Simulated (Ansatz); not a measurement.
**HAl–BeH, doublet: bend scan**

Starting geometry (PBE0/def2-TZVP stationary point for this spin, not checked as a minimum):

```xyz
4

Al    0.0000   -0.0872    0.6125
Be    0.0000    0.1455   -1.6947
H     0.0000    0.9982    1.7921
H     0.0000    0.0360   -3.0350
```

From there the angle named below is changed in its plane at fixed bond lengths, both arms turning rigidly about the middle atom; atoms are numbered as listed. Energies are in eV, counted from the starting geometry at the same level. Kohn–Sham curves are unrestricted where that lies lower.

Basis 6-31G; Ansatz 0.2.0. Only valence electrons are correlated (noble-gas cores frozen).

In so small a basis the reference is far from its limit while semilocal and hybrid functionals are nearer theirs (RPA and double hybrids share part of the reference's basis error), so the functionals' errors here hold much of the reference's basis and frozen-core error, which can add to them or hide them. The set has no polarisation functions, which weighs most on the reference.

Full CI is exact within this basis and frozen core; it isn't the basis-set limit.

```tsv
angle Be2-Al1-H3 (°)	full CI	PBE	r2SCAN	B97M-V	PBE0	B3LYP	wB97M-V	B2PLYP	PBE-QIDH	RPA-PBE
69.9	0.753	0.706	0.719	0.703	0.751	0.745	0.738	0.776	0.799	0.731
89.4	0.411	0.397	0.401	0.392	0.406	0.403	0.390	0.413	0.418	0.408
107.6	0.132	0.133	0.133	0.129	0.130	0.126	0.117	0.128	0.129	0.133
122.2	0.021	0.025	0.024	0.023	0.022	0.020	0.017	0.019	0.019	0.022
131.6	0.000	0.000	0.000	0.000	0.000	0.000	0.000	0.000	0.000	0.000
139.1	0.008	0.000	0.002	0.002	0.004	0.006	0.007	0.008	0.009	0.005
156.6	0.083	0.044	0.056	0.054	0.061	0.068	0.064	0.079	0.084	0.071
180.0	0.196	0.122	0.144	0.139	0.150	0.162	0.144	0.184	0.193	0.171
```

(1) Judged by the spread of the error over the points with a reference (largest less smallest), which of these follows full CI best and which worst?

Results:

(1) Subtracting the full CI column from each: best RPA-PBE (errors from -0.025 to 0.001, spread 0.026 eV), worst PBE (from -0.074 to 0.004, spread 0.078 eV). Functionals and wave-function methods converge differently with the basis, so part of this is basis effect.
